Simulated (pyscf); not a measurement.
**Four-centre exchange: H₃Sn–O–SnH₃ + NH₃ -> H₂N–SnH₃ + HO–SnH₃**

Gas phase, singlet surface, charge 0. Bonds broken: Sn1–O2, N10–H11. Bonds formed: Sn1–N10, O2–H11. PySCF, gas phase, ωB97X-D3(BJ)/def2-SVP geometries.

Transition state (Å):

```xyz
13

Sn    -2.0368     0.9739     0.2923
O     -0.1775    -0.3592     0.4166
Sn     0.8028    -1.3506    -0.9646
H     -1.7982     0.9746    -1.4038
H     -2.9297    -0.2824     1.0202
H     -2.9999     2.4107     0.5530
H      1.0929    -2.9351    -0.3911
H     -0.1711    -1.3713    -2.3725
H      2.2788    -0.5336    -1.2730
N     -0.3705     1.7005     1.5327
H      0.1074     0.6412     1.1074
H      0.0518     2.5783     1.2313
H     -0.5603     1.7653     2.5325
```

One imaginary mode, 1002i cm⁻¹; descent along it reached the two sides named, in the forms told below.

```json
[
 {"bond": "Sn1–O2", "change": "breaks", "reactant side (Å)": "2.002", "saddle": "2.291", "product side": "2.9"},
 {"bond": "N10–H11", "change": "breaks", "reactant side (Å)": "1.024", "saddle": "1.238", "product side": "1.869"},
 {"bond": "Sn1–N10", "change": "forms", "reactant side (Å)": "2.7", "saddle": "2.201", "product side": "2.076"},
 {"bond": "O2–H11", "change": "forms", "reactant side (Å)": "2.066", "saddle": "1.249", "product side": "0.983"}
]
```

Electronic energies relative to the separated reactants (kcal/mol):

```tsv
level	barrier	reaction energy	reverse barrier
ωB97X-D3(BJ)/def2-TZVP	14.0	+9.9	4.1
PBE/def2-TZVP	10.8	+7.9	2.9
r²SCAN/def2-TZVP	11.5	+9.3	2.2
B3LYP-D3(BJ)/def2-TZVP	13.1	+9.2	3.9
PBE0-D3(BJ)/def2-TZVP	11.1	+8.2	2.9
M06-2X/def2-TZVP	12.4	+9.6	2.8
ωB97M-D3(BJ)/def2-TZVP	14.5	+8.1	6.3
HF/def2-TZVP	29.0	+8.9	20.1
```

With ωB97M-D3(BJ)/def2-TZVP energies and thermal terms (ideal gas, 1 atm, RRHO with modes under 100 cm⁻¹ raised to 100, one conformer, R ln 2 for rigid chiral ones), in kcal/mol:

```json
[
 {"T (K)": "298", "ΔH‡": "12.8", "ΔG‡": "24.0", "ΔH": "+7.5", "ΔG": "+6.0"},
 {"T (K)": "600", "ΔH‡": "13.1", "ΔG‡": "35.2", "ΔH": "+7.6", "ΔG": "+4.4"},
 {"T (K)": "900", "ΔH‡": "13.8", "ΔG‡": "46.1", "ΔH": "+7.9", "ΔG": "+2.7"},
 {"T (K)": "1200", "ΔH‡": "14.7", "ΔG‡": "56.8", "ΔH": "+8.0", "ΔG": "+1.0"}
]
```

On the reactant side the descent ends in a complex (not fully relaxed), 8.0 kcal/mol under the separated species and 21.9 kcal/mol under the saddle at ωB97X-D3(BJ)/def2-TZVP. On the product side the descent ends in a bound adduct (not fully relaxed), 9.2 kcal/mol under the separated species and 13.3 kcal/mol under the saddle at ωB97X-D3(BJ)/def2-TZVP. H₃Sn–O–SnH₃ lies 9.1 kcal/mol over its isomer HO–SnH₂–SnH₃, and others may lie lower still (electronic energy, ωB97M-D3(BJ)). One saddle was located; it need not be the lowest between these sides. Elements past Kr carry the def2 core potentials, without spin-orbit coupling.
